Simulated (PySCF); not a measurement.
**Question.** Give a GFN2-xTB geometry of pyrrole (`c1cc[nH]c1`).

**Answer.** 
```
atom  x, y, z in Å
C1     0.3992    1.1166   -0.0373
C2    -0.9478    0.7062   -0.0912
C3    -0.9569   -0.6591   -0.0217
N4     0.3293   -1.0867    0.0718
C5     1.1622   -0.0134    0.0631
H6     0.7585    2.1258   -0.0692
H7    -1.8052    1.3446   -0.1717
H8    -1.7763   -1.3508   -0.0309
H9     0.6199   -2.0477    0.1361
H10    2.2260   -0.1309    0.1285
```

Orientation and origin are arbitrary. Atoms count from 1 in this order. The 3 C–C bonds span 1.367 Å (C1–C5, aromatic) to 1.409 Å (C1–C2, aromatic), a spread of 0.042 Å. N4 (pyrrole-type nitrogen) is planar (angles 125.3°, 125.3° and 109.4°, sum 360.0°, 0.00 Å off the plane of its three neighbours). The 5-membered ring C1–C2–C3–N4–C5 has internal angles of 107.2° to 109.4° (sum 540°, against 540° for a flat polygon); it is planar, 0.00 Å rms from its mean plane, widest ring torsion 0°. The 5 heavy atoms lie in one plane (0.000 Å rms).

Bonds between heavy atoms (Å): C1–C2 1.409, C2–C3 1.367, C3–N4 1.359, N4–C5 1.359, C1–C5 1.367.

Computed geometry: GFN2-xTB, gas phase.

Point group: C2v (tolerance 0.08 Å). Stationary, but not proved a minimum.
